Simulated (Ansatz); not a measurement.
Relaxing GaSi₃

Level of theory: DFT PBE, scalar-relativistic, plane waves, PAW in Ansatz 0.2.0. Cutoff 420 eV, Γ-centred k mesh, Gaussian smearing, no spin polarisation in the final step.

GaSi₃ was placed on the Ni3Sn (D0_19) structure type (P6_3/mmc, No. 194), with Ga in place of Sn, Si in place of Ni, at a guessed volume.

```
CELL_PARAMETERS angstrom
5.66355 0.00000 0.00000
-2.83177 4.90478 0.00000
0.00000 0.00000 4.54587
ATOMIC_POSITIONS crystal
Ga 0.33333 0.66667 0.25000
Ga 0.66667 0.33333 0.75000
Si 0.83300 0.66600 0.25000
Si 0.16700 0.83300 0.75000
Si 0.33400 0.16700 0.25000
Si 0.16700 0.33400 0.75000
Si 0.83300 0.16700 0.25000
Si 0.66600 0.83300 0.75000
```

Cell and atoms relax at zero pressure; the relaxation can't lower the symmetry of the start.

Formation energies are uncorrected and refer to the elements' standard structures at the same level.

Question: Which crystal results?

Answer: It keeps P6_3/mmc (No. 194). The result has the Ni3Sn (D0_19) structure. Conventional cell: a = 5.514 Å, c = 4.766 Å. Around Ga lie 12 Si at 2.76–2.90 Å; Si is coordinated by 2 Si at 2.66 Å, 4 Ga at 2.76–2.90 Å and 6 Si at 2.83–2.86 Å.

```
Ga Si
1.0
     5.51366    0.00000    0.00000
    -2.75683    4.77497    0.00000
     0.00000    0.00000    4.76595
Ga Si
2 6
Direct
  0.33333 0.66667 0.25000
  0.66667 0.33333 0.75000
  0.83937 0.67873 0.25000
  0.16063 0.83937 0.75000
  0.32127 0.16063 0.25000
  0.16063 0.32127 0.75000
  0.83937 0.16063 0.25000
  0.67873 0.83937 0.75000
```

Question: What are its volume, energy, density and gap?

Answer: The volume per atom is 15.68 Å³, the density is 4.08 g/cm³ and the energy over the elements is 0.45 eV/atom. The gap on the 12×12×8 mesh is 0 eV (a metal).

The final run used a 12×12×8 mesh on its 8-atom cell and 0.10 eV smearing. The k mesh leaves about 4 meV/atom of noise in metals. A structure relaxed within its symmetry needn't be a true minimum.

Cost: 2 runs of about 6 core-minutes in all, on Arm Neoverse V1 (shared hosts).